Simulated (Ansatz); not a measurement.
**CS: up Jacob's ladder to CCSD(T)**

The task here is to estimate one member of a computed series from the others.

Program: Ansatz 0.2.0, Gaussian basis. Level of theory: functionals in def2-TZVPP, the program's frozen cores in correlated methods. These are calculated values, not measurements.

The runs, in order: LDA (SPW92), PBE-D4, revPBE-D4, BLYP-D4, r2SCAN-D4, B97M-V, PBE0-D4, B3LYP-D4, r2SCANh-D4, r2SCAN0-D4, HSE06-D4, BHLYP-D4, CAM-B3LYP-D4, LC-ωPBE, ωB97X-V, ωB97M-V, B2PLYP, PBE-QIDH; CCSD(T)/def2-SVP; CCSD(T)/def2-TZVPP; CCSD(T)/def2-QZVPP; extrapolation to the limit; RPA on PBE.

## The relaxed structure

All runs share one geometry, relaxed beforehand with PBE0-D4 in a triple-zeta def2 set.

SMILES `[C-]#[S+]`, 2 atoms, charge 0, spin multiplicity 1.

Atoms are counted from 1 here; the program's logs count them from 0.

Bond lengths: C1–S2 1.529 Å.

As a file:

```tsv
atom	x (Å)	y (Å)	z (Å)
C1	0.00000	0.00000	0.00281
S2	0.00000	0.00000	1.53213
```

The first run:

Contents of in.yaml:

```yaml
crystal:
  periodic: [false, false, false]
  atoms:
    - {symbol: C, position_ang: [-0.000000, 0.000000, 0.002809]}
    - {symbol: S, position_ang: [0.000000, -0.000000, 1.532132]}
basis:
  gaussian: {orbitals: def2-TZVPP}
hamiltonian: {xc: lda}
output: {orbitals: {seedname: orbitals}}
```

Command:

```console
$ ansatz run in.yaml --threads 2 --pin off --events-out ev --progress --plain --max-ram 22528MiB --backend cpu
```

Among the steps run: LDA; PBE-D4 (GGA); revPBE-D4 (GGA); BLYP-D4 (GGA); r2SCAN-D4 (meta-GGA); B97M-V (meta-GGA); PBE0-D4 (hybrid); B3LYP-D4 (hybrid); r2SCANh-D4 (hybrid); r2SCAN0-D4 (hybrid); HSE06-D4 (hybrid); BHLYP-D4 (hybrid); CAM-B3LYP-D4 (range-separated); LC-ωPBE (range-separated); ωB97X-V (range-separated); ωB97M-V (range-separated); B2PLYP (double hybrid); PBE-QIDH (double hybrid).

One table of the session follows, with a row left open; its other results are not shown here.

It belongs to the step «Orbital energies across the functionals». 

| functional | HOMO (eV) | LUMO (eV) | gap (eV) |
| --- | --- | --- | --- |
| LDA (SPW92) | -7.40 | -3.54 | 3.85 |
| PBE-D4 | -7.33 | -3.34 | 3.98 |
| revPBE-D4 | -7.30 | -3.27 | 4.03 |
| BLYP-D4 | -7.24 | -3.21 | 4.03 |
| r2SCAN-D4 | -7.70 | -3.19 | 4.51 |
| B97M-V | -7.87 | -3.07 | 4.80 |
| PBE0-D4 | -8.87 | -2.31 | 6.56 |
| B3LYP-D4 | -8.63 | -2.55 | 6.08 |
| r2SCANh-D4 | -8.26 | -2.80 | 5.46 |
| r2SCAN0-D4 | -9.11 | -2.22 | 6.89 |
| HSE06-D4 | -8.46 | -2.70 | 5.76 |
| BHLYP-D4 | -10.36 | -1.17 | 9.20 |
| CAM-B3LYP-D4 | -10.37 | -1.10 | 9.27 |
| LC-ωPBE | -11.82 | 0.08 | 11.90 |
| ωB97X-V | ? | ? | ? |
| ωB97M-V | -11.26 | 0.01 | 11.27 |

**Question.** Estimate the row for ωB97X-V.

The run gave: HOMO (eV): -11.44; LUMO (eV): 0.03; gap (eV): 11.47. In the column «HOMO (eV)» it lies between LC-ωPBE (-11.82) and ωB97M-V (-11.26).
